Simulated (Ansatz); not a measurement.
Results of LDA (PAW; Ansatz, a first-principles code) for tetradymite Bi2Te3.

Run with plane-wave cutoff 520 eV, 10×10×10 k mesh, Fermi–Dirac smearing 0.01 eV, scalar-relativistic PAW data made under PBE.

On both sides of the equilibrium volume: at 32.030 Å³/atom the pressure is 0.91 GPa and the direct gap at Γ 0.142 eV; at 33.338 Å³/atom they are -0.75 GPa and 0.172 eV. The fitted bulk modulus is 40.8 GPa.

Question: Work out the volume deformation potential of this gap and its pressure coefficient, in two ways.

Answer: a_V = dE_g/d ln V = (0.172 − 0.142)/ln(33.338/32.030) = 0.75 eV. Since dP = −B d ln V, dE_g/dP = −a_V/B = -18 meV/GPa. Straight from the pressures: (0.142 − 0.172)/(0.91 − (-0.75)) = -18 meV/GPa. At this level and over this range the gap at Γ narrows under pressure.

Spin–orbit coupling is not included; it can close a gap this small.
